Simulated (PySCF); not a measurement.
dimethyl sulfide (C2H6S), SMILES CSC. Atoms are numbered in the order given.

```xyz
9

C      1.3786     0.0000     0.5123
S      0.0000     0.0000    -0.6595
C     -1.3786     0.0000     0.5123
H      1.3584    -0.8935     1.1392
H      2.2962     0.0000    -0.0763
H      1.3584     0.8935     1.1392
H     -1.3584    -0.8935     1.1392
H     -2.2962     0.0000    -0.0763
H     -1.3584     0.8935     1.1392
```

Geometry optimised at TPSSh-D3(BJ)/def2-TZVP.

The numbers are results of PySCF with PBE/pcSseg-1, not measurements.

GIAO shieldings, no solvent; atoms alike by connectivity are averaged. δ = σ(ref) − σ: ¹³C against TMS (σ = 182.0 ppm); ³³S against H2S (σ = 706.5 ppm); ¹H against TMS (σ = 31.49 ppm), references at their B3LYP-D3(BJ)/def2-TZVP geometries, non-relativistic.

Computed chemical shifts:
```json
[
 {"nucleus": "¹³C", "atoms": "C1, C3", "count": "2", "δ (ppm)": "24.1"},
 {"nucleus": "³³S", "atoms": "S2", "count": "1", "δ (ppm)": "146.3"},
 {"nucleus": "¹H", "atoms": "H4, H5, H6, H7, H8, H9", "count": "6", "δ (ppm)": "1.98"}
]
```
